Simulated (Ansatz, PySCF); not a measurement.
Molecule: ClF (charge 0, singlet). 
Geometry from a B3LYP-D3(BJ)/def2-TZVP (Ansatz, a quantum-chemistry and plane-wave program) optimisation:
```
F
Cl 1 1.6409
```
Charge 0, spin multiplicity 1.

Dipole moments at this geometry, in debye (magnitudes).

```
level                    program  dipole (D)
-----------------------  -------  ----------
HF/def2-TZVPD              PySCF        1.16
SVWN5/def2-TZVPD          Ansatz        0.81
BLYP/def2-TZVPD           Ansatz        0.81
r2SCAN/def2-TZVPD          PySCF        0.77
B97M-V/def2-TZVPD         Ansatz           …
B3LYP/def2-TZVPD          Ansatz        0.90
PBE0/def2-TZVPD           Ansatz        0.87
wB97M-V/def2-TZVPD        Ansatz        0.93
wB97X-V/def2-TZVPD        Ansatz        0.91
CCSD(T)/aug-cc-pV(D+d)Z   Ansatz           …
```

Complete the blanks.


- B97M-V/def2-TZVPD, dipole (D): 0.79
- CCSD(T)/aug-cc-pV(D+d)Z, dipole (D): 0.92

Measured: 0.88 D (NIST CCCBDB, as tabulated in the package chemicals), a vibrational average. This is an older compilation, not checked against later work.
